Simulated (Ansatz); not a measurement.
Geometry optimisation, RKS PBE0-D4/def2-SVP in Ansatz 0.2.0.

input.yaml

```yaml
crystal:
  periodic: [false, false, false]
  atoms:
    - { symbol: Al, position_ang: [-0.01225, -0.407582, 0.002503] }
    - { symbol: O, position_ang: [-0.203812, -0.342705, 1.749142] }
    - { symbol: H, position_ang: [-1.061875, -0.486752, 2.154143] }
    - { symbol: H, position_ang: [1.477108, -0.516563, -0.514131] }
    - { symbol: H, position_ang: [-1.310489, -0.567068, -0.89933] }
    - { symbol: "N", position_ang: [0.145352, 2.539837, 0.946048] }
    - { symbol: H, position_ang: [1.042228, 2.99523, 1.104286] }
    - { symbol: H, position_ang: [-0.581834, 3.249308, 1.004907] }
    - { symbol: H, position_ang: [0.002972, 1.861796, 1.721733] }
basis:
  gaussian: { orbitals: def2-SVP }
hamiltonian:
  xc: pbe0
  dispersion: d4
relax:
  f_tol: 0.03
  max_steps: 50
```

Command:

```bash
$ ansatz run input.yaml --threads 1 --pin off --max-ram 2048MiB --backend cpu --events-out ev --progress --plain --runs-dir out
```

Task: Where does it end, and by what steps?

Result: The run converged. After 14 steps the energy has fallen by 0.962 eV; H5 moved furthest, 0.82 Å. Joined: Al1–N6 (3.10 → 2.05 Å).

| step | energy less start (eV) | largest force component (eV/Å) | accepted |
| --- | --- | --- | --- |
| 0 | 0.0000 | 1.022 | yes |
| 1 | -0.1956 | 0.767 | yes |
| 2 | -0.4474 | 0.964 | yes |
| 3 | -0.7525 | 0.673 | yes |
| 4 | -0.8499 | 1.071 | yes |
| 5 | -0.9179 | 0.469 | yes |
| 6 | -0.9350 | 0.260 | yes |
| 7 | -0.9423 | 0.246 | yes |
| 8 | -0.9407 | 0.412 | no |
| 9 | -0.9489 | 0.179 | yes |
| 10 | -0.9567 | 0.093 | yes |
| 11 | -0.9591 | 0.276 | yes |
| 12 | -0.9616 | 0.075 | yes |
| 13 | -0.9611 | 0.136 | no |
| 14 | -0.9620 | 0.013 | yes |

```xyz
9
Properties=species:S:1:pos:R:3
Al -0.069 0.179 0.267
O -0.479 -0.240 1.916
H -0.717 -1.118 2.215
H 1.401 -0.202 -0.252
H -1.267 0.246 -0.800
N 0.142 2.128 0.860
H 1.075 2.521 0.745
H -0.535 2.777 0.457
H -0.054 2.035 1.861
```

Whether the end is a true minimum wasn't checked by a vibrational analysis.

Time of the run: 22 s on 1 thread of Intel(R) Xeon(R) 6975P-C (Granite Rapids) (shared host), peak memory 0.15 GiB.
